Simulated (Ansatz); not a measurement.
Match the barriers

Saddle point of CH9NSi, singlet (CH₇NSi ([CH3][NH][SiH3]) + H₂ → CH₅N ([CH3][NH2]) + SiH₄; bonds formed: Si1–H8, N2–H7; bonds broken: Si1–N2, H7–H8), PBE0-D4/def2-TZVP structure:

| atom | x (Å) | y (Å) | z (Å) |
| --- | --- | --- | --- |
| Si1 | 0.1192 | 0.6418 | 1.1870 |
| N2 | 0.5167 | -0.0047 | -0.5179 |
| C3 | -0.3333 | -1.0953 | -0.9896 |
| H4 | 0.9425 | 1.7920 | 1.6264 |
| H5 | -1.2846 | 0.5398 | 1.6523 |
| H6 | 0.7681 | -0.5247 | 1.9107 |
| H7 | 0.0333 | 1.0708 | -0.7286 |
| H8 | -0.5661 | 1.8532 | -0.1186 |
| H9 | 1.5034 | -0.1774 | -0.6867 |
| H10 | -0.0787 | -1.3719 | -2.0136 |
| H11 | -1.3699 | -0.7484 | -0.9738 |
| H12 | -0.2504 | -1.9755 | -0.3477 |

Ansatz 0.2.0; basis: def2-TZVPP, with def2-QZVPP for the basis limit; cores frozen in the correlated methods. Extrapolation: Hartree–Fock as exp(−7.88 √X), correlation as X^−2.97. Four methods, as single points on the PBE0-D4 structures, gave these electronic barriers from the start structure: 30.07, 41.63, 47.26, 59.26 kcal/mol.

Question: The methods were, in alphabetical order, HF, MP2, r2SCAN-D4, SPW92. Which gave which? (Judge from chemistry; the calculation decides.)

Answer: By the calculation: SPW92 30.07; r2SCAN-D4 41.63; MP2 47.26; HF 59.26 kcal/mol. For comparison, CCSD(T) at an estimated basis limit (MP2 extrapolated from triple and quadruple zeta, plus CCSD(T) − MP2 in triple zeta) gives 46.98 kcal/mol.

No T1 diagnostic of these runs exceeds 0.012.

Labels in which every atom is bracketed show which atoms are joined, not bond orders.

For scale, one of the runs: CCSD(T)/def2-TZVPP, 230 basis functions, launched by `ansatz run in.yaml --threads 4 --pin off --events-out ev --progress --plain --max-ram 9574MiB`. Time: 61 s of wall clock on 4 CPU threads of an Arm Neoverse V1; the host was shared. Peak host memory: 3.9 GiB.
